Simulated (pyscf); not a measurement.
`[CH3][AlH][CH3]` → `[CH4]` + `[CH3][Al]` [singlet], a 1,1-elimination (singlet surface; Al–C, Al–H broken, C–H formed). PySCF, gas phase, ωB97X-D3(BJ)/def2-SVP geometries. Correlated levels are frozen-core, on RHF or UHF. ΔMP2 is the change of the MP2 total energy from the triple- to the quadruple-zeta basis. Energies in kJ/mol from the reactant's lowest minimum found.

Small-basis levels: PySCF, no dispersion term, spherical d functions. AM1 to PM7: differences of heats of formation from MOPAC. GFN2-xTB: tblite. Cost: rough CPU time at the saddle relative to B3LYP/6-31G*, from one job on a shared machine.

```
level                             barrier  reaction energy        cost
--------------------------------  -------  ---------------  ----------
HF/6-31G*                           395.5            +73.0        0.06
MP2/6-31G*                          330.4            +82.0        0.08
SVWN5/6-31G*                        261.4           +106.4         0.9
PBE/6-31G*                          273.5            +84.1           1
B3LYP/STO-3G                        476.0           +247.3         0.6
M06-2X/6-31G*                       314.4            +87.2           3
B3LYP/6-311+G**                     302.5            +79.3           2
PBE/def2-SVP                          [?]            +96.2           2
B3LYP/def2-SVP                      304.4            +89.8           1
GFN2-xTB                            320.2           +173.0  under 0.02
PM6                                   [?]            +15.8  under 0.02
PM7                                 294.9            +21.4  under 0.02
CCSD(T)/def2-TZVPP + ΔMP2(QZVPP)      [?]            +94.9           –
```

**Question.** Fill in the missing entries.

**Answer.** 
- PBE/def2-SVP, barrier: 272.3
- PM6, barrier: 296.8
- CCSD(T)/def2-TZVPP + ΔMP2(QZVPP), barrier: 312.8

Against the last row the barrier runs from -51.4 (SVWN5/6-31G*) to +163.2 kJ/mol (B3LYP/STO-3G); M06-2X/6-31G* happens to lie closest here (1.6 kJ/mol apart). CCSD(T)/def2-TZVPP + ΔMP2(QZVPP) has limits of its own. This is the saddle that the search found; another between the same sides may lie lower. The CCSD(T) − MP2 part came from Ansatz, without density fitting, on the same reference.
